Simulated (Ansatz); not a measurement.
**B₂H₄: a ladder of functionals and wavefunction methods**

One table from this session's results is given with a row withheld; the runs are named, their logs left out.

Computed with Ansatz 0.2.0, Gaussian basis. Level: functionals in def2-TZVPP, the program's frozen cores in correlated methods.

Plan: LDA (SPW92), PBE-D4, revPBE-D4, BLYP-D4, r2SCAN-D4, B97M-V, PBE0-D4, B3LYP-D4, r2SCANh-D4, r2SCAN0-D4, HSE06-D4, BHLYP-D4, CAM-B3LYP-D4, LC-ωPBE, ωB97X-V, ωB97M-V, B2PLYP, PBE-QIDH; CCSD(T)/def2-SVP; CCSD(T)/def2-TZVPP; MP2/def2-QZVPP; extrapolation to the limit; RPA on PBE.

3 further runs of the same task are left out: 3 that didn't finish.

## The geometry

The geometry comes from an earlier relaxation with PBE0-D4 in a triple-zeta def2 set; it is a stationary point.

SMILES `BB`, 6 atoms, charge 0, spin multiplicity 1.

Atoms are counted from 1 here; the program's logs count them from 0.

Bond lengths: B1–B2 1.628 Å, B1–H3 1.201 Å, B1–H4 1.201 Å, B2–H5 1.201 Å, B2–H6 1.201 Å. Angles: B2–B1–H3 122.2°, B2–B1–H4 122.0°, H3–B1–H4 115.8°, B1–B2–H5 122.2°, B1–B2–H6 122.1°, H5–B2–H6 115.8°.

Set-up of the first run:

in.yaml

```yaml
crystal:
  periodic: [false, false, false]
  atoms:
    - {symbol: B, position_ang: [-0.227425, -0.785893, -0.087274]}
    - {symbol: B, position_ang: [0.240305, 0.764892, 0.072226]}
    - {symbol: H, position_ang: [-1.211725, -1.215887, 0.448992]}
    - {symbol: H, position_ang: [0.391983, -1.572923, -0.749495]}
    - {symbol: H, position_ang: [-0.128772, 1.624305, -0.680503]}
    - {symbol: H, position_ang: [0.977834, 1.121507, 0.949953]}
basis:
  gaussian: {orbitals: def2-TZVPP}
hamiltonian: {xc: lda}
output: {orbitals: {seedname: orbitals}}
```

The run is started by

```console
$ ansatz run in.yaml --threads 2 --pin off --events-out ev --progress --plain --max-ram 4352MiB
```

Among the steps run: LDA; PBE-D4 (GGA); revPBE-D4 (GGA); BLYP-D4 (GGA); r2SCAN-D4 (meta-GGA); B97M-V (meta-GGA); B3LYP-D4 (hybrid); r2SCANh-D4 (hybrid); r2SCAN0-D4 (hybrid); HSE06-D4 (hybrid); BHLYP-D4 (hybrid); CAM-B3LYP-D4 (range-separated); LC-ωPBE (range-separated); ωB97X-V (range-separated); ωB97M-V (range-separated); B2PLYP (double hybrid); PBE-QIDH (double hybrid).

One table of the session follows, with a row left open; its other results are not shown here.

It belongs to the step «Frontier levels by functional». 

| functional | HOMO (eV) | LUMO (eV) | gap (eV) |
| --- | --- | --- | --- |
| LDA (SPW92) | -7.34 | -2.96 | 4.38 |
| PBE-D4 | ? | ? | ? |
| revPBE-D4 | -7.26 | -2.59 | 4.67 |
| BLYP-D4 | -7.22 | -2.54 | 4.67 |
| r2SCAN-D4 | -7.58 | -2.27 | 5.31 |
| B97M-V | -7.70 | -2.42 | 5.28 |
| PBE0-D4 | -8.65 | -1.67 | 6.98 |
| B3LYP-D4 | -8.46 | -1.90 | 6.57 |
| r2SCANh-D4 | -8.08 | -1.92 | 6.15 |
| r2SCAN0-D4 | -8.83 | -1.42 | 7.41 |
| HSE06-D4 | -8.24 | -2.05 | 6.19 |
| BHLYP-D4 | -9.96 | -0.61 | 9.35 |
| CAM-B3LYP-D4 | -10.12 | -0.56 | 9.56 |
| LC-ωPBE | -11.53 | 0.66 | 12.19 |
| ωB97X-V | -11.14 | 0.56 | 11.70 |
| ωB97M-V | -10.96 | 0.28 | 11.24 |

**Question.** Estimate the row for PBE-D4.

As computed: HOMO (eV): -7.29; LUMO (eV): -2.70; gap (eV): 4.59. In the column «HOMO (eV)» it lies between LDA (SPW92) (-7.34) and revPBE-D4 (-7.26).
